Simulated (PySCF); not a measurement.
CH2N2.
Geometry (PBE0-D3(BJ)/def2-TZVP, Å), atoms numbered from 1 in this order:
```xyz
5
CH2N2 angstrom
N      1.855    0.264   -0.376
C      0.747    0.100   -0.098
N     -0.518   -0.086    0.284
H     -1.144    0.679    0.086
H     -0.906   -0.991    0.065
```

A calculation gives these core lines: C 1s: 293.27 eV; N 1s: 405.02 (area 1), 407.64 (area 1) eV.

Theory: delta-SCF UKS SCAN, pcX-3 on the ionised atom, pcseg-2 elsewhere, spin-free X2C in PySCF 2.14.0. Geometry: PBE0-D3(BJ)/def2-TZVP; no solvent, vibrations or thermal averaging.

(1) Assign the N 1s lines to atoms.

Answers

(1) 405.02 eV: N1 (cyano nitrogen); 407.64 eV: N3 (nitrogen bonded to C and 2 H). Lowest listed N 1s: N1, bonded to C (triple bond). Highest, 2.62 eV above it: N3, bonded to C and 2 H. Summing the Pauling electronegativity differences to the bonded atoms, each weighted by its formal bond order, gives -1.47 for the lowest site and -2.17 for the highest; the largest sum, -1.47, belongs to N1, 2.62 eV below the top. The smallest sum, -2.17, belongs to N3, 2.62 eV above the lowest.

Bonded neighbours of each site: N1: C (triple bond); C2: N (triple bond) and N; N3: C and 2 H.

Q: Which effective nuclear charge Zeff reproduces each element's mean 1s value in the hydrogen-like formula E = 13.606 eV × Zeff²?

A: C (Z = 6): mean 293.3 eV, Zeff = 4.64, Z − Zeff = 1.36; N (Z = 7): mean 406.3 eV, Zeff = 5.46, Z − Zeff = 1.54. Means run over the listed sites, weighted by atom count.
